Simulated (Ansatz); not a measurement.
Strength of the Si–H bond: SiH2(NH2)2 → SiH(NH2)2 + H

Species: SiH2(NH2)2, singlet; SiH(NH2)2, doublet; H atom, doublet. 

Shapes, held fixed at every level: PBE0-D4/def2-TZVP. Flexible molecules stand in one conformer, not always the lowest. Programs: Ansatz 0.2.0. The zero-point and thermal change to 298 K, harmonic and unscaled (PBE0-D4/def2-TZVP), is -19.4 kJ/mol.

| level | kind | ΔH(298 K) (kJ/mol) | less CCSD(T)/CBS estimate | CPU time (sum over the molecules) |
| --- | --- | --- | --- | --- |
| HF/def2-SVP | Hartree–Fock | +313.5 | -82.1 | – |
| PBE-D4/def2-TZVPP | GGA | +361.8 | -33.8 | 8.8 s |
| r2SCAN-D4/def2-TZVPP | meta-GGA | +370.2 | -25.4 | 15 s |
| PBE0-D4/def2-TZVPP | global hybrid | +369.6 | -26.0 | 10 s |
| MP2/def2-SVP | perturbation theory | +367.2 | -28.4 | – |
| CCSD(T)/def2-SVP | coupled cluster or CI | +377.6 | -18.0 | 11 s |
| CCSD(T)/CBS estimate | coupled cluster or CI | +395.6 | 0.0 | 2.2 min |

The highest level, CCSD(T)/CBS estimate, gives ΔH(298 K) = +395.6 kJ/mol; the levels span +313.5 to +395.6. The column of differences is taken from that level and isn't an error. Hartree–Fock misses the correlation of the pair that is broken and comes out low. No measured value is set beside it here. Open shells run unrestricted unless RO is named. The CBS estimate extrapolates MP2 from def2-TZVPP and def2-QZVPP and adds CCSD(T) − MP2 in the triple-zeta set, cores frozen. Times are processor times on shared x86 and Arm servers, and rough.
